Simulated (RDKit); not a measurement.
**C5H7F (SMILES FC1C=CCC1): levels of theory compared**

We compute a comparison of 3 runs (MMFF94, UFF, extended Hückel) of C5H7F. Input form: a Python script.

The results are computed with RDKit 2026.09.1.

### 1 The system as given

The species is C5H7F (13 atoms), meant as a singlet with charge 0. As SMILES, `FC1C=CCC1`. Geometry: relaxed at PBE0-D4/def2-TZVP. This is one conformer, not always the lowest.

Bond lengths: F1–C2 1.402 Å, C2–C3 1.495 Å, C3–C4 1.328 Å, C4–C5 1.497 Å, C2–C6 1.526 Å, C5–C6 1.535 Å, C2–H7 1.093 Å, C3–H8 1.083 Å, C4–H9 1.084 Å, C5–H10 1.096 Å, C5–H11 1.094 Å, C6–H12 1.092 Å, C6–H13 1.091 Å. Some angles: F1–C2–C3 109.3°, F1–C2–C6 110.7°, C3–C2–C6 104.0°, C2–C3–C4 111.2°, C3–C4–C5 112.6°, C4–C5–C6 103.1°, C2–C6–C5 106.0°, F1–C2–H7 105.3°, C3–C2–H7 114.3°, C6–C2–H7 113.2°.

### 2 The energy at MMFF94 (run 1)

Contents of mol.xyz:

```xyz
13

F     -0.345800     2.079100     0.706300
C     -0.430000     0.694700     0.908400
C     -1.344700     0.101000    -0.114000
C     -0.664300    -0.569900    -1.036700
C      0.809300    -0.577400    -0.772900
C      0.914600     0.026000     0.634900
H     -0.768800     0.573000     1.940900
H     -2.414000     0.270900    -0.110000
H     -1.105100    -1.044800    -1.906200
H      1.335000     0.017900    -1.527900
H      1.234600    -1.583700    -0.824100
H      1.073400    -0.767000     1.369000
H      1.726200     0.745700     0.747100
```

Contents of ff.py:

```python
import json
import numpy as np
from rdkit import Chem
from rdkit.Chem import AllChem
from rdkit.Chem import rdDetermineBonds

m = Chem.MolFromXYZFile("mol.xyz")
rdDetermineBonds.DetermineBonds(m, charge=0)
print("perceived SMILES:", Chem.MolToSmiles(Chem.RemoveHs(m)))
symbols = [a.GetSymbol() for a in m.GetAtoms()]
start = m.GetConformer().GetPositions().copy()

props = AllChem.MMFFGetMoleculeProperties(m, mmffVariant="MMFF94")
ff = AllChem.MMFFGetMoleculeForceField(m, props)
e = ff.CalcEnergy()
g = np.array(ff.CalcGrad()).reshape(-1, 3)
print(f"MMFF94 energy {e:.5f} kcal/mol, gradient norm {np.linalg.norm(g):.4f} kcal/mol/angstrom")
print("atom  type  charge   gradient")
for i, a in enumerate(symbols):
    print(f"{a:<2}{i + 1:<3} {props.GetMMFFAtomType(i):4d} {props.GetMMFFPartialCharge(i):8.4f}  " + " ".join(f"{c:9.4f}" for c in g[i]))
names = ["Bond", "Angle", "StretchBend", "Oop", "Torsion", "VdW", "Ele"]
terms = []
for name in names:
    for other in names:
        getattr(props, f"SetMMFF{other}Term")(other == name)
    terms.append(AllChem.MMFFGetMoleculeForceField(m, props).CalcEnergy())
    print(f"{name:<12} {terms[-1]:11.5f} kcal/mol")
json.dump(dict(symbols=symbols, start=start.tolist(), energy=e, gradient=g.tolist(), charges_other=[props.GetMMFFPartialCharge(i) for i in range(len(symbols))], atom_types=[str(props.GetMMFFAtomType(i)) for i in range(len(symbols))], energy_term_names=names, energy_terms=terms), open("results.json", "w"))
```

Run with:

```sh
$ python ff.py
```

The program printed:

```text
perceived SMILES: F[C@H]1C=CCC1
MMFF94 energy 10.96234 kcal/mol, gradient norm 54.5554 kcal/mol/angstrom
atom  type  charge   gradient
F 1     11  -0.3400    -4.9325   31.8320   -0.3434
C 2      1   0.4782     9.4490  -33.7369    1.5238
C 3      2  -0.2882     1.7950   -8.5792  -11.3449
C 4      2  -0.2882    -5.5405   11.4293   10.8386
C 5      1   0.1382    -0.9340   -4.5906    0.7829
C 6      1   0.0000     4.3652   -5.3369    0.4880
H 7      5   0.0000     0.1722    6.1837    1.4708
H 8      5   0.1500    -2.0641    1.1243    0.8278
H 9      5   0.1500    -0.1033   -0.6849   -1.7948
H 10     5   0.0000     1.4074   -3.8905   -2.5759
H 11     5   0.0000     1.9634    1.6148   -3.8129
H 12     5   0.0000    -0.9697    4.2356   -0.3733
H 13     5   0.0000    -4.6082    0.3993    4.3132
Bond             1.15065 kcal/mol
Angle            6.34894 kcal/mol
StretchBend     -0.15890 kcal/mol
Oop              0.01152 kcal/mol
Torsion         -1.87334 kcal/mol
VdW              1.04450 kcal/mol
Ele              4.43898 kcal/mol
```

Wall time 0.16 s (1 thread of Intel Xeon Platinum 8488C (Sapphire Rapids), shared host).

### 3 The energy at UFF (run 2)

Contents of mol.sdf:

```

     RDKit          3D

 13 13  0  0  0  0  0  0  0  0999 V2000
   -0.3458    2.0791    0.7063 F   0  0  0  0  0  0  0  0  0  0  0  0
   -0.4300    0.6947    0.9084 C   0  0  1  0  0  0  0  0  0  0  0  0
   -1.3447    0.1010   -0.1140 C   0  0  0  0  0  0  0  0  0  0  0  0
   -0.6643   -0.5699   -1.0367 C   0  0  0  0  0  0  0  0  0  0  0  0
    0.8093   -0.5774   -0.7729 C   0  0  0  0  0  0  0  0  0  0  0  0
    0.9146    0.0260    0.6349 C   0  0  0  0  0  0  0  0  0  0  0  0
   -0.7688    0.5730    1.9409 H   0  0  0  0  0  0  0  0  0  0  0  0
   -2.4140    0.2709   -0.1100 H   0  0  0  0  0  0  0  0  0  0  0  0
   -1.1051   -1.0448   -1.9062 H   0  0  0  0  0  0  0  0  0  0  0  0
    1.3350    0.0179   -1.5279 H   0  0  0  0  0  0  0  0  0  0  0  0
    1.2346   -1.5837   -0.8241 H   0  0  0  0  0  0  0  0  0  0  0  0
    1.0734   -0.7670    1.3690 H   0  0  0  0  0  0  0  0  0  0  0  0
    1.7262    0.7457    0.7471 H   0  0  0  0  0  0  0  0  0  0  0  0
  2  1  1  0
  3  2  1  0
  4  3  2  0
  5  4  1  0
  6  5  1  0
  6  2  1  0
  2  7  1  1
  8  3  1  0
  9  4  1  0
 10  5  1  0
 11  5  1  0
 12  6  1  0
 13  6  1  0
M  END
$$$$
```

Contents of job.py:

```python
# UFF energy with RDKit
import json
import numpy as np
from rdkit import Chem
from rdkit.Chem import AllChem

m = Chem.MolFromMolFile("mol.sdf", removeHs=False)
symbols = [a.GetSymbol() for a in m.GetAtoms()]
start = m.GetConformer().GetPositions().copy()

ff = AllChem.UFFGetMoleculeForceField(m)
e = ff.CalcEnergy()
g = np.array(ff.CalcGrad()).reshape(-1, 3)
print(f"UFF energy {e:.5f} kcal/mol, gradient norm {np.linalg.norm(g):.4f} kcal/mol/angstrom")
json.dump(dict(symbols=symbols, start=start.tolist(), energy=e, gradient=g.tolist()), open("results.json", "w"))
```

Run with:

```sh
$ python job.py
```

The program printed:

```text
UFF energy 16.18065 kcal/mol, gradient norm 55.8494 kcal/mol/angstrom
```

It took 0.16 s on 1 thread of Intel Xeon Platinum 8488C (Sapphire Rapids), shared host.

### 4 Energy and one-electron properties at extended Hückel (run 3)

mol.xyz is that of step 2.

Contents of job.py:

```python
# eht eht with RDKit
import json
import numpy as np
from rdkit import Chem
from rdkit.Chem import AllChem
from rdkit.Chem import rdDetermineBonds
from rdkit.Chem import rdEHTTools

molecule = Chem.MolFromXYZFile("mol.xyz")
symbols = [a.GetSymbol() for a in molecule.GetAtoms()]
start = molecule.GetConformer().GetPositions().copy()

ok, res = rdEHTTools.RunMol(molecule, keepOverlapAndHamiltonianMatrices=True)
if not ok:
    raise RuntimeError("the extended Hueckel run failed")
eps = np.array(res.GetOrbitalEnergies())
nel = res.numElectrons
homo = (nel + 1) // 2 - 1
print(f"{res.numOrbitals} orbitals, {nel} valence electrons, sum of one-electron energies {res.totalEnergy:.4f} eV")
for i in range(max(0, homo - 5), min(len(eps), homo + 4)):
    print(f"{i + 1:4d} {eps[i]:10.4f} eV", "(HOMO)" if i == homo else "(LUMO)" if i == homo + 1 else "")
q = np.array(res.GetAtomicCharges())
print("Mulliken charges:", " ".join(f"{a}{i + 1}={c:+.3f}" for i, (a, c) in enumerate(zip(symbols, q))))
op = res.GetReducedOverlapPopulationMatrix()
pairs = [(k, i, op[i * (i + 1) // 2 + k]) for i in range(len(symbols)) for k in range(i) if abs(op[i * (i + 1) // 2 + k]) > 0.1]
print("reduced overlap populations above 0.1")
for k, i, p in pairs:
    print(f"  {symbols[k]}{k + 1}-{symbols[i]}{i + 1} {p:7.3f}")
json.dump(dict(symbols=symbols, start=start.tolist(), energy=res.totalEnergy * 23.060548, homo=eps[homo], lumo=eps[homo + 1] if homo + 1 < len(eps) else None, orbital_energies=eps.round(4).tolist(), charges_mulliken=q.tolist(), bond_orders=[[k + 1, i + 1, round(p, 4)] for k, i, p in pairs], nel=nel), open("results.json", "w"))
```

Run with:

```sh
$ python job.py
```

The program printed:

```text
31 orbitals, 34 valence electrons, sum of one-electron energies -653.8946 eV
  12   -14.7947 eV
  13   -14.0250 eV
  14   -13.7582 eV
  15   -13.7324 eV
  16   -13.4206 eV
  17   -12.8059 eV (HOMO)
  18    -7.8873 eV (LUMO)
  19     1.4182 eV
  20     1.9477 eV
Mulliken charges: F1=-0.619 C2=+0.659 C3=-0.102 C4=-0.020 C5=-0.009 C6=-0.043 H7=-0.005 H8=+0.036 H9=+0.031 H10=+0.022 H11=+0.017 H12=+0.017 H13=+0.015
reduced overlap populations above 0.1
  F1-C2   0.435
  C2-C3   0.797
  C3-C4   1.320
  C3-C5  -0.103
  C4-C5   0.799
  C2-C6   0.769
  C5-C6   0.749
  C2-H7   0.799
  C3-H8   0.794
  C4-H9   0.795
  C5-H10   0.783
  C5-H11   0.788
  C6-H12   0.797
  C6-H13   0.794
```

It took 0.16 s on 1 thread of Intel Xeon Platinum 8488C (Sapphire Rapids), shared host.

Atomic charges (e):

```
atom  Mulliken
  F1    -0.619
  C2    +0.659
  C3    -0.102
  C4    -0.020
  C5    -0.009
  C6    -0.043
  H7    -0.005
  H8    +0.036
  H9    +0.031
 H10    +0.022
 H11    +0.017
 H12    +0.017
 H13    +0.015
```

### 5 The series

| run | level | task | energy (Eh) | largest force (eV/Å) | wall time |
| --- | --- | --- | --- | --- | --- |
| 1 | MMFF94 | energy | 0.017470 | 1.521 | 0.16 s |
| 2 | UFF | energy | 0.025785 | 1.362 | 0.16 s |
| 3 | extended Hückel | properties | -24.030182 | – | 0.16 s |

### 6 What came out

| quantity | value |
| --- | --- |
| run 3: sum of orbital energies | -24.03018 Eh |
| run 3: HOMO energy | -12.81 eV |
| run 3: LUMO energy | -7.89 eV |
| run 3: HOMO–LUMO gap | 4.92 eV |

In words: Force-field and semi-empirical energies have zeros of their own, so their totals don't compare. All runs together took 0.48 s, the longest 0.16 s.
